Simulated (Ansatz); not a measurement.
System: hcp Zr. Method: r²SCAN-D4 in Ansatz (plane waves, PAW).

Run with plane-wave cutoff 560 eV, 18×18×12 k mesh (along the axes of the cell as run), Fermi–Dirac smearing 0.05 eV, scalar-relativistic PAW data made under PBE.

Energies at three volumes about the minimum:

| V (Å³/atom) | E − E_lowest (meV/atom) |
|---|---|
| 22.932 | 2.88 |
| 23.400 | 0.00 |
| 23.868 | 2.72 |

### Question
Fit a parabola by hand: where is the minimum, and what is the bulk modulus?

### Answer
Slopes: (0.00 − 2.88)/(23.400 − 22.932) = -6.154 and (2.72 − 0.00)/(23.868 − 23.400) = 5.812 meV/Å³. Curvature E″ = 2 × (5.812 − (-6.154))/(23.868 − 22.932) = 25.568 meV/Å⁶. From the middle of the first interval, the slope vanishes at V0 = 23.1660 − (-6.154)/25.568 = 23.407 Å³/atom. B = V0 E″ = 23.407 × 25.568 meV/Å³ × 0.1602 GPa per meV/Å³ = 95.9 GPa. The full Birch–Murnaghan fit to all volumes gives V0 = 23.400 Å³/atom and B0 = 95.8 GPa.

Shape and atoms are relaxed at each volume.

Measured, for comparison: bulk modulus 95.9 GPa (zero-point energy and finite temperature contributions removed, our sources range from 84.3 to 95.9; as tabulated in doi:10.1021/acs.jctc.3c00612). Computed (rounded) less measured: bulk modulus not scored (sources differ).

Note: the bulk modulus comes from volumes at which shape and atoms were relaxed.

Ansatz is a quantum-chemistry and plane-wave program.
